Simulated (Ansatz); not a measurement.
2H MoS₂

These are LDA (Ansatz, a quantum-chemistry and plane-wave program, plane waves, PAW) values and carry that method's errors.

Numerical settings: plane-wave cutoff 500 eV, 12×12×4 k mesh (along the axes of the cell as run), gaussian smearing 0.02 eV, no spin polarisation, scalar-relativistic PAW data made under PBE.

Cell (relaxed at this level):

Space group P6₃/mmc (No. 194); a = b = 3.1222 Å, c = 12.0766 Å, α = β = 90.00°, γ = 120.00°

```tsv
atom	site	symmetry	x	y	z
Mo	2c	-6m2	0.3333	0.6667	0.2500
S	4f	3m.	0.6667	0.3333	0.1213
```

```yaml
band_gap: 0.73 eV (on the SCF k mesh)
```

Measured, for comparison: band gap 1.23 eV (room temperature, not corrected to a static lattice, bulk 2H, our sources range from 1.23 to 1.29; as tabulated in Bastos et al. (2019), arXiv:1903.08112).

Spin–orbit coupling is not included.

Computed values are for the static lattice.

It cost very roughly 80 core-seconds of CPU time.
